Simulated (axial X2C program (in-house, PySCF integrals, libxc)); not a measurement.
**All-electron X2C curves of SiN⁺**

Aim: find the lowest determinant of SiN⁺, scan the bond at several levels and fit the constants, once spin-free and once with spin–orbit coupling.

The runs use an in-house X2C program for linear molecules on PySCF integrals; all-electron X2C, Si dyall-v3z, N dyall-av3z.

All values are calculated.

**1. Input**

The input, task.json:

```json
{"zs": [14, 7], "q": 1, "bas": ["dyall-v3z", "dyall-av3z"], "levels": ["PBE0", "HF", "BHandHLYP"], "cc": true, "r0": 1.67, "thr": -2.0, "nmax": 90, "npts": 10, "nst": 2, "ntry": 6}
```

Keys: zs atomic numbers; q charge; bas basis sets; levels methods (HF also brings MP2); cc coupled cluster on or off; r0 starting distance in Å; thr threshold in hartree for freezing inner shells (an s shell follows its p shell); nmax most natural virtual spinors; npts points asked for on the curve; nst determinants followed; ntry starts of the search.

Run with:

```console
$ python so2c.py task.json out
```

Spin-free means the one-electron spin-free X2C Hamiltonian; two-component (2c) means X2C with spin–orbit coupling and atomic mean-field two-electron Coulomb and Gaunt terms. Basis: Si dyall-v3z contracted to [8s7p2d1f], N dyall-av3z contracted to [7s7p3d2f]; Gaussian nuclei, density fitting. Masses: Si 27.977 u, N 14.003 u.

Notation: σ, π±, δ± give the projection m of an orbital's angular momentum (0, ±1, ±2), α and β its spin, Λ and M_S the sums; ω is the projection of a spinor's total angular momentum and Ω the sum. Logs are in hartree.

The results follow Hamiltonian by Hamiltonian and level by level.

**2. Which state to follow**

PBE0 moves the distance from 1.670 Å to 1.801 Å and compares determinants there.

Spin-free determinants:

```tsv
ΔE (eV)	state	open shells
0.00	M_S = 1, Λ = 0	beyond closed shells: π+α, π-α
0.49	M_S = 1, Λ = 1	beyond closed shells: σα, π+α, π+β, π-α
0.93	M_S = 0, Λ = 1	beyond closed shells: σβ, π+α, π+β, π-α
1.43	M_S = 0, Λ = 2	beyond closed shells: π+α, π+β
1.43	M_S = 0, Λ = 0	beyond closed shells: π+β, π-α
2.64	M_S = 2, Λ = 1	beyond closed shells: σα, 2 × π+α, π-α
3.68	M_S = 1, Λ = 1	beyond closed shells: σβ, 2 × π+α, π-α
```

Two-component determinants:

| ΔE (eV) | state | open shells |
| --- | --- | --- |
| 0.00 | Ω = 1 | excess of +ω over −ω: ω = -1/2, ω = 3/2 |
| 0.49 | Ω = 2 | excess of +ω over −ω: ω = 1/2, ω = 3/2 |
| 0.94 | Ω = 1 | excess of +ω over −ω: 2 × ω = 1/2 |
| 1.41 | Ω = 0 | closed shell |
| 1.44 | Ω = 0 | closed shell |
| 2.65 | Ω = 3 | excess of +ω over −ω: 2 × ω = 3/2 |
| 3.67 | Ω = 0 | excess of +ω over −ω: 3 × ω = 1/2, ω = -3/2 |

**3. PBE0, spin-free**

State followed: M_S = 1, Λ = 0 (beyond closed shells: π+α, π-α). The scan is laid around 1.801 Å, a first estimate of the minimum, and this SCF restarts from the orbitals of the search.

Output at 1.801 Å:

```text
spin-free X2C-1e  PBE0
basis functions 103  fitting functions 589  grid points 4356
iter        total energy     max residual
   1       -344.241046004     1.72e-05
   2       -344.241046008     8.20e-06
converged
one-electron -526.64191807  Coulomb 180.89567336  exact exchange -6.67024565  xc functional -20.61931782  nuclear repulsion 28.79476217
```

Along the bond, energies from the lowest point:

```
R (Å)  E (eV)  μ (D)  HOMO (eV)  LUMO (eV)  iterations
1.567  0.8285  -1.86     -15.64     -13.01          19
1.639  0.3373  -2.09     -15.52     -12.60          18
1.693  0.1295  -2.26     -15.41     -12.32          17
1.747  0.0250  -2.43     -15.29     -12.07          15
1.801  0.0000  -2.60     -15.16     -11.84           2
1.864  0.0463  -2.80     -15.00     -11.60          18
1.927  0.1521  -2.99     -14.83     -11.40          17
2.008  0.3472  -3.22     -14.61     -11.19          18
2.107  0.6401  -3.48     -14.32     -11.02          20
2.251  1.1046  -3.78     -13.90     -10.87          21
```

Dipoles are positive if N is the positive end and refer to the centre of mass.

Outer orbitals at the reference distance:

```tsv
symmetry	occupied	ε (eV)	atomic character
σα	yes	-30.83	69% N s, 10% Si p, 8% Si s
σβ	yes	-27.56	63% N s, 12% Si s, 10% Si p
σα	yes	-20.12	45% Si s, 36% N p, 11% N s
σβ	yes	-19.24	46% Si s, 28% N p, 14% N s
π+α	yes	-17.48	82% N p, 11% Si p, 4% Si d
π-α	yes	-17.48	82% N p, 11% Si p, 4% Si d
σα	yes	-15.78	46% N p, 27% Si p, 18% Si s
σβ	yes	-15.16	51% N p, 28% Si p, 12% Si s
π+β	no	-11.84	48% N p, 45% Si p, 4% N d
π-β	no	-11.84	48% N p, 45% Si p, 4% N d
π+α	no	-9.94	72% Si p, 12% N p, 9% N d
π-α	no	-9.94	72% Si p, 12% N p, 9% N d
```

PBE0 fields in the half plane through the axis: z from -2.4 to 4.2 Å across, distance from the axis 0.15 to 2.25 Å upwards; Si lies at z = 0 and N at z = 1.801 Å; the ELF is damped to zero where the density is low.

log10 density (e/bohr³). Ten even steps from '0' (-5.80 ) to '9' (1.07 ):
```
11222333333322222211100
12233344443333333222110
22334444444444444332210
23344555555555554443221
23445566665556655543321
33455666666666666554322
34456667876677777654332
34456678987778987654432
```

ELF. Ten even steps from '0' (0.00 ) to '9' (1.00 ):
```
00000000000000000000000
00002443200000000000000
00047887521011111000000
00599999732222344320000
03899999743445677642000
06999994114677788874100
18999931511888689986300
29999908580893849997300
```

Re = 1.794 Å, ωe = 790 cm⁻¹, ωexe = 4.66 cm⁻¹, Be = 0.5613 cm⁻¹, De = 2.67 eV, μ = -2.58 D.

**4. HF, spin-free**

Output at 1.801 Å:

```text
spin-free X2C-1e  HF
basis functions 103  fitting functions 589  grid points 4356
iter        total energy     max residual
   1       -343.632465121     1.14e-01
   2       -343.646198965     7.10e-03
   3       -343.647278882     6.03e-03
   4       -343.647471224     2.33e-03
   5       -343.647528187     7.91e-04
   6       -343.647540305     5.34e-04
   7       -343.647542343     1.88e-04
   8       -343.647542924     9.59e-05
   9       -343.647543138     7.90e-05
  10       -343.647543179     2.53e-05
  11       -343.647543183     6.91e-06
  12       -343.647543184     2.75e-06
converged
one-electron -526.44420725  Coulomb 180.74742932  exact exchange -26.74552743  xc functional 0.00000000  nuclear repulsion 28.79476217
```

Re = 1.764 Å, ωe = 838 cm⁻¹, Be = 0.5802 cm⁻¹, De = 0.855 eV, μ = -2.94 D.

**5. BHandHLYP, spin-free**

The SCF at the reference distance of 1.801 Å:

```text
spin-free X2C-1e  BHandHLYP
basis functions 103  fitting functions 589  grid points 4356
iter        total energy     max residual
   1       -344.409060884     3.84e-02
   2       -344.410256202     4.30e-03
   3       -344.410450492     7.16e-03
   4       -344.410502604     4.89e-04
   5       -344.410504683     1.35e-04
   6       -344.410505098     3.79e-05
   7       -344.410505107     8.71e-06
converged
one-electron -526.66915273  Coulomb 180.94494296  exact exchange -13.35469730  xc functional -14.12636020  nuclear repulsion 28.79476217
```

Re = 1.774 Å, ωe = 821 cm⁻¹, ωexe = 5.04 cm⁻¹, Be = 0.5737 cm⁻¹, De = 2.35 eV, μ = -2.78 D.

**6. Correlated methods, spin-free**

Correlated methods: 8 electrons correlated (frozen shells, counted by type: Si 2 s, 1 p; N 1 s), 170 virtual spinors in MP2, 90 natural virtuals in coupled cluster.

Output of the correlated part at 1.801 Å:

```text
correlated 8  virtual 170  natural virtual 90  E(MP2) -0.192558184  MP2 remainder -0.003585271
iter   CCSD correlation   residual
   1     -0.209535210   1.21e-01
   2     -0.219112719   5.30e-02
   3     -0.220329967   1.80e-02
   4     -0.220431581   7.09e-03
   5     -0.220515110   2.79e-03
   6     -0.220525406   1.23e-03
   7     -0.220529981   4.24e-04
   8     -0.220535856   1.27e-04
   9     -0.220534876   5.13e-05
  10     -0.220534822   2.49e-05
  11     -0.220534413   1.04e-05
  12     -0.220534381   3.92e-06
  13     -0.220534371   1.61e-06
(T) -0.008124403  T1 0.0314  D1 0.0536  max T2 0.071
```

T1 in the output is the amplitude norm over the root of the electron number; divide by √2 for the Lee–Taylor value.

MP2: Re = 1.785 Å, ωe = 818 cm⁻¹, Be = 0.5666 cm⁻¹, De = 2.23 eV.

CCSD: Re = 1.793 Å, ωe = 786 cm⁻¹, ωexe = 5.6 cm⁻¹, Be = 0.5622 cm⁻¹, De = 2.19 eV. T1 at Re = 0.022 (Lee–Taylor, the printed value over √2).

CCSD(T): Re = 1.800 Å, ωe = 771 cm⁻¹, ωexe = 5.31 cm⁻¹, Be = 0.5576 cm⁻¹, De = 2.32 eV. T1 at Re = 0.022 (Lee–Taylor, the printed value over √2).

**7. A higher determinant, spin-free**

State: M_S = 1, Λ = 1 (beyond closed shells: σα, π+α, π+β, π-α).

Output at the reference distance:

```text
spin-free X2C-1e  PBE0
basis functions 103  fitting functions 589  grid points 4356
iter        total energy     max residual
   1       -344.222949211     9.24e-05
   2       -344.222949262     6.67e-05
   3       -344.222949300     4.78e-05
   4       -344.222949308     8.92e-06
converged
one-electron -526.48450420  Coulomb 180.70106920  exact exchange -6.65223731  xc functional -20.58203917  nuclear repulsion 28.79476217
```

```
R (Å)  E above the lowest PBE0 point (eV)
1.567                               0.534
1.639                               0.335
1.693                               0.316
1.747                               0.377
1.801                               0.492
1.864                               0.673
1.927                               0.879
2.008                               1.148
2.107                               1.449
```

Re = 1.677 Å, ωe = 928 cm⁻¹, ωexe = 7.17 cm⁻¹, Be = 0.6426 cm⁻¹, μ = -2.63 D. Te = 0.31 eV.

**8. The spin-free curves together**

Energy (eV) of the followed determinant, spin-free, from each level's lowest point:

```
R (Å)   PBE0     HF    MP2   CCSD  CCSD(T)  BHandHLYP
1.567  0.828  0.682  0.799    n/a      n/a      0.719
1.639  0.337  0.237  0.314  0.331    0.355      0.263
1.693  0.130  0.067  0.112  0.125    0.142      0.081
1.747  0.025  0.000  0.016  0.023    0.031      0.001
1.801  0.000  0.011  0.000  0.000    0.000      0.000
1.864  0.046  0.096  0.059  0.047    0.037      0.072
1.927  0.152  0.234  0.182  0.151    0.132      0.201
2.008  0.347  0.454  0.417  0.340    0.311      0.421
2.107  0.640  0.717  0.844    n/a      n/a      0.736
2.251  1.105  0.933  1.476    n/a      n/a      1.204
```

**9. PBE0, 2c**

State followed: Ω = 1 (excess of +ω over −ω: ω = -1/2, ω = 3/2). The scan is laid around 1.801 Å, a first estimate of the minimum, and this SCF restarts from the orbitals of the search.

The SCF at the reference distance of 1.801 Å:

```text
two-component X2C + atomic mean field  PBE0
basis functions 103  fitting functions 589  grid points 4356
iter        total energy     max residual
   1       -344.201579095     7.89e-05
   2       -344.201579120     1.85e-05
   3       -344.201579127     2.21e-05
   4       -344.201579129     8.96e-06
converged
one-electron -526.53759840  Coulomb 180.86587551  exact exchange -6.66915926  xc functional -20.61592558  nuclear repulsion 28.79476217  atomic mean-field constant -0.03953356
```

Along the bond, energies from the lowest point:

```
R (Å)  E (eV)  μ (D)  HOMO (eV)  LUMO (eV)  iterations
1.567  0.8297  -1.86     -15.64     -13.01          24
1.639  0.3380  -2.09     -15.51     -12.61          19
1.693  0.1299  -2.26     -15.41     -12.33          17
1.747  0.0252  -2.43     -15.29     -12.07          16
1.801  0.0000  -2.60     -15.16     -11.84           4
1.864  0.0461  -2.80     -15.00     -11.61          17
1.927  0.1518  -2.99     -14.83     -11.41          17
2.008  0.3468  -3.22     -14.61     -11.20          19
2.107  0.6395  -3.48     -14.32     -11.02          20
2.251  1.1039  -3.78     -13.90     -10.88          30
```

Dipoles are positive if N is the positive end and refer to the centre of mass.

Outer spinors at the reference distance:

```json
{"ω": "1/2", "occupied": "yes", "ε (eV)": "-30.83", "atomic character": "69% N s, 10% Si p, 8% Si s", "λ mixture": "100% σ"}
{"ω": "-1/2", "occupied": "yes", "ε (eV)": "-27.56", "atomic character": "63% N s, 12% Si s, 10% Si p", "λ mixture": "100% σ"}
{"ω": "1/2", "occupied": "yes", "ε (eV)": "-20.12", "atomic character": "45% Si s, 36% N p, 11% N s", "λ mixture": "100% σ"}
{"ω": "-1/2", "occupied": "yes", "ε (eV)": "-19.24", "atomic character": "46% Si s, 28% N p, 14% N s", "λ mixture": "100% σ"}
{"ω": "-1/2", "occupied": "yes", "ε (eV)": "-17.49", "atomic character": "82% N p, 11% Si p, 4% Si d", "λ mixture": "100% π"}
{"ω": "3/2", "occupied": "yes", "ε (eV)": "-17.48", "atomic character": "83% N p, 10% Si p, 4% Si d", "λ mixture": "100% π"}
{"ω": "1/2", "occupied": "yes", "ε (eV)": "-15.78", "atomic character": "46% N p, 27% Si p, 18% Si s", "λ mixture": "100% σ"}
{"ω": "-1/2", "occupied": "yes", "ε (eV)": "-15.16", "atomic character": "51% N p, 28% Si p, 12% Si s", "λ mixture": "100% σ"}
{"ω": "1/2", "occupied": "no", "ε (eV)": "-11.84", "atomic character": "48% N p, 45% Si p, 4% N d", "λ mixture": "100% π"}
{"ω": "-3/2", "occupied": "no", "ε (eV)": "-11.83", "atomic character": "49% N p, 45% Si p, 4% N d", "λ mixture": "100% π"}
{"ω": "-1/2", "occupied": "no", "ε (eV)": "-9.95", "atomic character": "72% Si p, 12% N p, 9% N d", "λ mixture": "100% π"}
{"ω": "3/2", "occupied": "no", "ε (eV)": "-9.93", "atomic character": "72% Si p, 12% N p, 9% N d", "λ mixture": "100% π"}
```

PBE0 fields in the half plane through the axis: z from -2.4 to 4.2 Å across, distance from the axis 0.15 to 2.25 Å upwards; Si lies at z = 0 and N at z = 1.801 Å; the ELF is damped to zero where the density is low.

log10 density (e/bohr³). Ten even steps from '0' (-5.80 ) to '9' (1.07 ):
```
11222333333322222211100
12233344443333333222110
22334444444444444332210
23344555555555554443221
23445566665556655543321
33455666666666666554322
34456667876677777654332
34456678987778987654432
```

ELF. Ten even steps from ' ' (0.00 ) to '@' (1.00 ):
```
                                              
        ::====--::                            
      ==##%%%%##++::..  ..........            
    ++@@@@@@@@@@##--::::::::--====--::        
  --%%@@@@@@@@@@##==--====++**####**==::      
  **@@@@@@@@@@==....==**######%%%%%%##==..    
..%%@@@@@@@@--..++....%%%%%%**%%@@@@%%**--    
::@@@@@@@@@@  %%++%%  %%@@--%%==@@@@@@##--    
```

Re = 1.794 Å, ωe = 790 cm⁻¹, ωexe = 4.66 cm⁻¹, Be = 0.5613 cm⁻¹, De = 2.67 eV, μ = -2.58 D.

**10. HF, 2c**

The SCF at the reference distance of 1.801 Å:

```text
two-component X2C + atomic mean field  HF
basis functions 103  fitting functions 589  grid points 4356
iter        total energy     max residual
   1       -343.593131332     1.15e-01
   2       -343.606860308     7.19e-03
   3       -343.607939717     6.03e-03
   4       -343.608131868     2.32e-03
   5       -343.608188752     7.91e-04
   6       -343.608200857     5.34e-04
   7       -343.608202905     1.87e-04
   8       -343.608203501     9.51e-05
   9       -343.608203735     8.33e-05
  10       -343.608203791     2.84e-05
  11       -343.608203808     2.43e-05
  12       -343.608203828     3.23e-05
  13       -343.608203860     5.02e-05
  14       -343.608203902     4.77e-05
  15       -343.608203940     3.00e-05
  16       -343.608203957     1.53e-05
  17       -343.608203961     6.28e-06
  18       -343.608203962     4.32e-06
  19       -343.608203963     3.16e-06
  20       -343.608203963     3.20e-06
  21       -343.608203964     3.23e-06
  22       -343.608203964     1.32e-06
converged
one-electron -526.33981278  Coulomb 180.71753439  exact exchange -26.74115418  xc functional 0.00000000  nuclear repulsion 28.79476217  atomic mean-field constant -0.03953356
```

No constants are quoted: the solution changes its character somewhere along the scan, so the fit is set aside.

**11. BHandHLYP, 2c**

Output at 1.801 Å:

```text
two-component X2C + atomic mean field  BHandHLYP
basis functions 103  fitting functions 589  grid points 4356
iter        total energy     max residual
   1       -344.369589596     3.84e-02
   2       -344.370784594     4.31e-03
   3       -344.370979235     7.17e-03
   4       -344.371031272     4.64e-04
   5       -344.371033348     1.35e-04
   6       -344.371033762     3.79e-05
   7       -344.371033771     8.62e-06
converged
one-electron -526.56472501  Coulomb 180.91502175  exact exchange -13.35251573  xc functional -14.12404338  nuclear repulsion 28.79476217  atomic mean-field constant -0.03953356
```

Re = 1.775 Å, ωe = 821 cm⁻¹, ωexe = 5.04 cm⁻¹, Be = 0.5736 cm⁻¹, De = 2.34 eV, μ = -2.78 D.

**12. Correlated methods, 2c**

Correlated methods: 8 electrons correlated (frozen shells, counted by type: Si 2 s, 1 p; N 1 s), 170 virtual spinors in MP2, 90 natural virtuals in coupled cluster.

Output of the correlated part at 1.801 Å:

```text
correlated 8  virtual 170  natural virtual 90  E(MP2) -0.192541700  MP2 remainder -0.003584968
iter   CCSD correlation   residual
   1     -0.209518453   1.21e-01
   2     -0.219093605   5.30e-02
   3     -0.220309782   1.80e-02
   4     -0.220411585   7.09e-03
   5     -0.220495271   2.80e-03
   6     -0.220505649   1.24e-03
   7     -0.220510277   4.36e-04
   8     -0.220516232   1.45e-04
   9     -0.220515196   7.42e-05
  10     -0.220515227   4.85e-05
  11     -0.220514554   3.00e-05
  12     -0.220514578   1.91e-05
  13     -0.220514627   1.26e-05
  14     -0.220514705   7.66e-06
  15     -0.220514735   4.47e-06
  16     -0.220514713   2.56e-06
  17     -0.220514700   1.37e-06
(T) -0.008122697  T1 0.0314  D1 0.0538  max T2 0.071
```

MP2: No constants are quoted: the reference changes its character somewhere along the scan, so the fit is set aside.

CCSD: No constants are quoted: the reference changes its character somewhere along the scan, so the fit is set aside.

CCSD(T): No constants are quoted: the reference changes its character somewhere along the scan, so the fit is set aside.

**13. A higher determinant, 2c**

State: Ω = 2 (excess of +ω over −ω: ω = 1/2, ω = 3/2).

Output at the reference distance:

```text
two-component X2C + atomic mean field  PBE0
basis functions 103  fitting functions 589  grid points 4356
iter        total energy     max residual
   1       -344.183747249     3.58e-05
   2       -344.183747252     2.24e-05
   3       -344.183747255     1.30e-05
converged
one-electron -526.38138017  Coulomb 180.67228920  exact exchange -6.65116998  xc functional -20.57871492  nuclear repulsion 28.79476217  atomic mean-field constant -0.03953356
```

```
R (Å)  E above the lowest PBE0 point (eV)
1.567                               0.528
1.639                               0.329
1.693                               0.310
1.747                               0.370
1.801                               0.485
1.864                               0.665
1.927                               0.871
2.008                               1.140
2.107                               1.440
```

Re = 1.677 Å, ωe = 928 cm⁻¹, ωexe = 7.19 cm⁻¹, Be = 0.6425 cm⁻¹, μ = -2.63 D. Te = 0.31 eV.

**14. The 2c curves together**

Energy (eV) of the followed determinant, 2c, from each level's lowest point:

```
R (Å)   PBE0  HF (jumps)  MP2 (its reference jumps)  CCSD (its reference jumps)  CCSD(T) (its reference jumps)  BHandHLYP
1.567  0.830       0.683                      0.807                         n/a                            n/a      0.720
1.639  0.338       0.238                      0.314                       0.332                          0.356      0.264
1.693  0.130       0.067                      0.113                       0.126                          0.142      0.081
1.747  0.025       0.000                      0.016                       0.023                          0.032      0.002
1.801  0.000       0.011                      0.000                       0.000                          0.000      0.000
1.864  0.046       0.096                      0.059                       0.047                          0.037      0.072
1.927  0.152       0.234                      0.182                       0.151                          0.132      0.200
2.008  0.347       0.453                      0.418                       0.339                          0.310      0.421
2.107  0.640       0.715                      0.869                         n/a                            n/a      0.735
2.251  1.104       0.850                      1.730                         n/a                            n/a      1.203
```

The whole job took 66 s on 1 thread of Arm Neoverse V1, shared host; peak memory 0.47 GiB.

**15. Results**

Lowest determinant that the search found at its distance, spin-free: M_S = 1, Λ = 0 (beyond closed shells: π+α, π-α).

Lowest determinant that the search found at its distance, 2c: Ω = 1 (excess of +ω over −ω: ω = -1/2, ω = 3/2).

```json
{"Hamiltonian": "spin-free", "level": "PBE0", "Re (Å)": "1.794", "ωe (cm⁻¹)": "790", "De (eV)": "2.67", "μ (D)": "-2.58"}
{"Hamiltonian": "spin-free", "level": "HF", "Re (Å)": "1.764", "ωe (cm⁻¹)": "838", "De (eV)": "0.855", "μ (D)": "-2.94"}
{"Hamiltonian": "spin-free", "level": "MP2", "Re (Å)": "1.785", "ωe (cm⁻¹)": "818", "De (eV)": "2.23", "μ (D)": "n/a"}
{"Hamiltonian": "spin-free", "level": "CCSD", "Re (Å)": "1.793", "ωe (cm⁻¹)": "786", "De (eV)": "2.19", "μ (D)": "n/a"}
{"Hamiltonian": "spin-free", "level": "CCSD(T)", "Re (Å)": "1.800", "ωe (cm⁻¹)": "771", "De (eV)": "2.32", "μ (D)": "n/a"}
{"Hamiltonian": "spin-free", "level": "BHandHLYP", "Re (Å)": "1.774", "ωe (cm⁻¹)": "821", "De (eV)": "2.35", "μ (D)": "-2.78"}
{"Hamiltonian": "2c", "level": "PBE0", "Re (Å)": "1.794", "ωe (cm⁻¹)": "790", "De (eV)": "2.67", "μ (D)": "-2.58"}
{"Hamiltonian": "2c", "level": "BHandHLYP", "Re (Å)": "1.775", "ωe (cm⁻¹)": "821", "De (eV)": "2.34", "μ (D)": "-2.78"}
```

Dipoles are positive if N is the positive end and refer to the centre of mass. No constants: 2c HF (the solution changes its character somewhere along the scan, so the fit is set aside); 2c MP2 (the reference changes its character somewhere along the scan, so the fit is set aside); 2c CCSD (the reference changes its character somewhere along the scan, so the fit is set aside); 2c CCSD(T) (the reference changes its character somewhere along the scan, so the fit is set aside).

Time per point (s) on 1 thread of Arm Neoverse V1, shared host (2c runs); the times are rough: PBE0 0.33, BHandHLYP 0.34.

What this shows: At PBE0, going from spin-free to two-component changes Re by 0 mÅ, ωe by 0.0 %, which is small (part of it comes from the scalar share of the two-electron terms). De moves by 0.00 eV; both De rest on single-determinant atoms, which can miss part of an open shell's spin–orbit lowering.

De refers to Si+ + N, each in the lowest determinant found, which need not be this curve's own limit. The state is a single determinant with fixed occupations, the lowest that a limited PBE0 search found. De is counted from the lowest determinant-based energies of the atoms at the same level, without counterpoise correction. Density functionals use the spin component along the axis (collinear). CCSD and (T) use frozen natural virtuals with an MP2 correction for the truncation. With several unpaired electrons one determinant need not be a pure state. The spin-free determinant is spin-contaminated at some levels, which hurts MP2 most. T1 at Re is 0.022 (Lee–Taylor), above the customary mark of 0.02.
